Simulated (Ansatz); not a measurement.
A made-up structure of CH₃AlO, singlet:

```json
{"atom": "C1", "x (Å)": "-0.4125", "y (Å)": "0.4982", "z (Å)": "-0.3154"}
{"atom": "Al2", "x (Å)": "0.6967", "y (Å)": "-0.8414", "z (Å)": "0.5325"}
{"atom": "O3", "x (Å)": "1.6117", "y (Å)": "-1.9463", "z (Å)": "1.2321"}
{"atom": "H4", "x (Å)": "2.2043", "y (Å)": "-2.6799", "z (Å)": "1.4592"}
{"atom": "H5", "x (Å)": "-1.3836", "y (Å)": "0.5609", "z (Å)": "0.1808"}
{"atom": "H6", "x (Å)": "-0.5774", "y (Å)": "0.2494", "z (Å)": "-1.3661"}
```

It is relaxed with PBE-D4/def2-SVP and then PBE0-D4/def2-TZVP (Ansatz 0.2.0). Atoms count as bonded within 1.22 times the sum of their covalent radii (H–H: 0.88 Å). The end point is not checked to be a true minimum.

Does its bonding change? (Judge from chemistry; the calculation decides.)

The calculation gives: No: no bond forms or breaks.

Where it ends: The first stage lowers the energy by 0.49 eV in 10 steps. It ends as CH₃AlO ([CH2][Al][OH]):
C1  (-0.329, 0.324, -0.254)
Al2  (0.363, -1.214, 0.409)
O3  (1.449, -2.267, 1.139)
H4  (2.318, -2.072, 1.487)
H5  (-1.195, 0.719, 0.278)
H6  (-0.466, 0.351, -1.336)
(Å)

Labels in which every atom is bracketed show which atoms are joined, not bond orders.

For scale, one of the runs: PBE0-D4/def2-TZVP relaxation, 117 basis functions, launched by `ansatz run in.yaml --threads 2 --pin off --events-out ev --progress --plain --max-ram 4352MiB`. Hardware: 2 CPU threads of an Intel Xeon Platinum 8488C, shared host. Wall time about 10 s.
